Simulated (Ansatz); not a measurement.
Run this with Ansatz's Python interface and show what comes out.

`x2c_alo.py`
```python
'''AlO with and without the spin-free two-component Hamiltonian.'''

import ansatz as az
import numpy as np

alo = (
    az.Crystal.molecule()
    .atom('O', (0.8193, 0.0, 0.0))
    .atom('Al', (-0.8193, 0.0, 0.0))
)

calculation = (
    alo.calculation()
    .functional('pbe', dispersion='d3bj')
    .spin('collinear', total=1)
    .forces()  # minus the gradient of the free energy
)
# a set contracted for a scalar-relativistic Hamiltonian goes with the relativistic run
sets = {'none': 'cc-pVTZ', 'scalar': 'cc-pVTZ-DK'}
found = {kind: calculation.basis(gaussian=basis).pseudopotentials(relativity=kind).run(threads=1, pin='off').report for kind, basis in sets.items()}
for kind, each in found.items():
    dipole = 4.803205 * np.linalg.norm(each['charge_distribution']['dipole_moment_e_ang'])
    print(f'{kind:7s} E = {each["free_energy_ev"]:.4f} eV  dipole {dipole:.3f} D  largest force component {np.abs(each["forces_ev_ang"]).max():.4f} eV/A')
print(f'relativity lowers the total energy by {found["none"]["free_energy_ev"] - found["scalar"]["free_energy_ev"]:.3f} eV')
```

```console
$ python x2c_alo.py
none    E = -8638.0348 eV  dipole 3.892 D  largest force component 0.1107 eV/A
scalar  E = -8651.4868 eV  dipole 3.880 D  largest force component 0.1051 eV/A
relativity lowers the total energy by 13.452 eV
```

The total moves by -13.5 eV, nearly all in the cores, and the dipole from 3.89 to 3.88 D.

Notes:
- Total energies depend on the basis set; only differences at equal settings carry meaning.
- The geometry is a force-field or estimated start, not a minimum of this method. The basis set changes with the Hamiltonian (a set recontracted for scalar relativity), and most of the change in the total lies in the cores.
- The species is open-shell (spin multiplicity 2).
- The spin state was assumed, and another may lie lower.
- Hardware and time: 3.6 s on 1 thread of AMD EPYC 7R43 64-Core Processor (Zen 3) (shared host), peak memory 0.19 GiB.
